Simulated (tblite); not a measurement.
C4H7N2 (doublet state).
Atom-mapped SMILES: `[H]/[N:6]=[C:4](\[CH:3]=[N:2]\[CH2:1])[CH3:5]` (hydrogens: H7, H8 on C1; H9 on C3; H10, H11, H12 on C5; H13 on N6)

The geometry is computed with GFN2-xTB (gas phase). This method treats the open shell by occupation alone, without spin polarisation.

List the bond lengths, angles and torsions at this level.

```tsv
bond	length (Å)
C1–N2	1.273
N2=C3	1.309
C3–C4	1.440
C4–C5	1.501
C4=N6	1.277
C1–H7	1.078
C1–H8	1.088
C3–H9	1.090
C5–H10, C5–H11, C5–H12	1.088
N6–H13	1.018
```

Bonds in one row agree within 0.01 Å and their mean is given. A selection of angles:
```tsv
angle	degrees
N2–C1–H7	118.1
N2–C1–H8	123.8
H7–C1–H8	118.0
C1–N2–C3	133.1
N2–C3–C4	120.8
N2–C3–H9	120.6
C4–C3–H9	118.2
C3–C4–C5	116.2
C3–C4–N6	125.5
C5–C4–N6	118.3
C4–C5–H10	110.3
H10–C5–H11	109.4
H10–C5–H12	108.2
C4–N6–H13	113.8
```

Torsions: C1–N2–C3–C4 -157° (antiperiplanar); N2–C3–C4–C5 179° (antiperiplanar); H13–N6–C4–C3 1° (synperiplanar). The mirror-image conformer, all signs reversed, is as good.

C1 (carbon bonded to N and 2 H) is planar (angles 123.8°, 118.1° and 118.0°, sum 359.9°, 0.02 Å off the plane of its three neighbours). C3 (carbon bonded to C, N and H) is planar (angles 120.8°, 120.6° and 118.2°, sum 359.7°, 0.04 Å off the plane of its three neighbours). The C–C distances run from 1.440 Å (C3–C4, drawn single in a drawing that doesn't fit all lengths) to 1.501 Å (C4–C5, drawn single in a drawing that doesn't fit all lengths), a spread of 0.061 Å. Of the pairs four or more bonds apart, N2···H13 is among the closest relative to their van der Waals radii: 2.46 Å, 90 % of the sum of Bondi's values. N2 (nitrogen bonded to 2 C) is bent (angle 133.1°). The C–N distances run from 1.273 Å (C1–N2, drawn single in a drawing that doesn't fit all lengths) to 1.309 Å (N2=C3, drawn double in a drawing that doesn't fit all lengths), a spread of 0.036 Å. C4 (carbon bonded to 2 C and N) is planar (angles 125.5°, 118.3° and 116.2°, sum 360.0°, 0.00 Å off the plane of its three neighbours).

Point group: C1 (no symmetry element, even within 0.4 Å). Its GFN2-xTB frequencies are all real (lowest 118 cm⁻¹). Torsions: H–C1–N2–C3 -167° and 17°, N2–C3–C4–C5 179°. 2 starts were optimised and ended at 0.00 and 0.02 kcal/mol (GFN2-xTB); the lowest of these is shown.
